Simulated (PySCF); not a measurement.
# A basis-limit estimate, worked out

An elementary step of CH6SSi, closed shell (CH₆SSi ([CH3][SiH2][SH]) → SiH₂S ([SiH2][S]) + CH₄; Si–C, S–H broken or loosened, C–H formed or tightened). “Start” and “end” are the PBE0-D4/def2-TZVP structures reached by relaxing down either side of its saddle point, with the molecules still in contact.

Program: PySCF 2.14 with density fitting (its default auxiliary sets; JK sets also for MP2 and CCSD(T)). Basis: def2-TZVPP and def2-QZVPP. Cores are frozen in the correlated methods.

Energies in eV:

| quantity | end | start |
| --- | --- | --- |
| Hartree–Fock, triple zeta (X = 3) | -19806.15057 | -19807.25286 |
| Hartree–Fock, quadruple zeta (X = 4) | -19806.75717 | -19807.86380 |
| MP2 correlation, X = 3 | -13.24621 | -13.23645 |
| MP2 correlation, X = 4 | -14.20273 | -14.19156 |
| CCSD(T) correlation, X = 3 | -15.26988 | -15.24707 |

Task: Work out the step energy at the basis limit: extrapolate Hartree–Fock as E(X) = E∞ + A exp(−7.88 √X) and the MP2 correlation as E(X) = E∞ + B X^−2.97 (the exponents that Neese and Valeev fitted for def2-TZVPP and QZVPP), then add CCSD(T) − MP2 in triple zeta.

Result: Each step is linear, so take the differences first (end − start): Hartree–Fock 1.10229 (X = 3) and 1.10663 (X = 4); MP2 correlation -0.00976 and -0.01117; CCSD(T) correlation -0.02281.
Two points give E∞ = E(4) + w [E(4) − E(3)], with w = 1/(exp(7.88 (2 − √3)) − 1) = 0.1377 for Hartree–Fock and w = 1/((4/3)^2.97 − 1) = 0.7407 for the correlation.
Hartree–Fock: 1.10663 + 0.1377 × 0.00434 = 1.1072 eV.
MP2 correlation: -0.01117 + 0.7407 × (-0.00141) = -0.0122 eV.
CCSD(T) − MP2: -0.02281 − (-0.00976) = -0.0131 eV.
Sum: 1.1072 + (-0.0122) + (-0.0131) = 1.0819 eV, or 24.95 kcal/mol. Plain CCSD(T) in triple zeta gives 1.0795 eV, so the larger basis shifts the result by 0.0024 eV.

T1 diagnostic: at most 0.017.

Labels in which every atom is bracketed show which atoms are joined, not bond orders.

For scale, one of the runs: CCSD(T)/def2-TZVPP, 199 basis functions, launched by `OMP_NUM_THREADS=4 python run.py`. Hardware: 4 CPU threads of an Arm Neoverse V1, shared host. Wall time 5.2 min; peak host memory 2.1 GiB.
